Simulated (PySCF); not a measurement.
Checking a proposed structure

A compound C6H12 gives the data below (simulated from a calculation) and was assigned the structure `C/C=C\C(C)C`.

13C{1H} NMR (computed): δ 146.9 (C), 128.2 (CH), 28.0 (CH2), 26.4 (CH3), 16.1 (CH3), 15.7 (CH3).

1H NMR (400 MHz, computed): δ 5.32 (qq, J = 8.1, 2.0 Hz, 1H), 1.99 (q, J = 8.6 Hz, 2H), 1.75 (quint, J = 2.1 Hz, 3H), 1.72 (dq, J = 8.1, 2.1 Hz, 3H), 0.97 (t, J = 8.6 Hz, 3H).

Equivalent nuclei averaged, in vacuum, non-relativistic, one conformer. Structure optimised with PBE0-D3(BJ)/def2-SVP; B3LYP/pcJ-1 coupling constants (without the spin–dipole term); σ from GIAO-B3LYP/pcSseg-1; PySCF 2.14.

Referencing at the same level of theory: 1H (σref 31.38), 13C (σref 179.24) against TMS.

(1) Compare with the shifts computed for the proposed structure, pairing carbons in order of shift.

(2) Which isomer fits?

Results:

(1) Atom-mapped SMILES (the numbers label the heavy atoms): `[CH3:1]/[CH:2]=[CH:3]\[CH:4]([CH3:5])[CH3:6]` (H(Xn): hydrogen on atom n).

```
atom  computed for proposal  given list  difference
  C3                  147.2       146.9        +0.3
  C2                  130.5       128.2        +2.3
  C4                   29.9        28.0        +1.9
  C5                   25.4        26.4        -1.0
  C6                   25.4        16.1        +9.3
  C1                   15.6        15.7        -0.1
```

The rms difference is 4.0 ppm and the largest +9.3 ppm at C6 (methyl carbon). The proposal also would give 5 carbon signals, not 6. The carbon types in order of shift don't match either: CH, CH, CH, CH3, CH3, CH3 for the proposal against C, CH, CH2, CH3, CH3, CH3 in the data. The proposal doesn't fit.

(2) SMILES C/C=C(/C)CC.

1. Carbon types of the structure: 1 × C, 1 × CH, 1 × CH2, 3 × CH3, which accounts for all hydrogens.
2. δC 146.9: fully substituted alkene carbon; the olefinic region.
3. δC 128.2: alkene CH; the olefinic region.
4. δC 26.4, 16.1: allylic methyl carbon; aliphatic region, no heteroatom directly attached.
5. δH 5.32: hydrogen on an alkene CH; a vinylic proton, deshielded by the sp2 carbon and the C=C anisotropy.
6. The protons at 1.99 and 0.97 share a coupling of 8.6 Hz (vicinal).
7. The protons at 1.72 and 5.32 share a coupling of 8.1 Hz (vicinal).

The data come from this structure; uniqueness wasn't tested.

Multiplet labels drop couplings under 1 Hz and merge nearly equal ones. Unscaled 3J(H,H) at this level run about 10 % above measured values. Shifts are as computed. Against solution values, carbons near 30 ppm lie about +2 ppm off and those near 130 ppm about +6 ppm. Of 1211 compounds with measured shifts, 218 miss one by over three times the rms of a fit or turn the order of signals round; such compounds aren't used in these exercises.
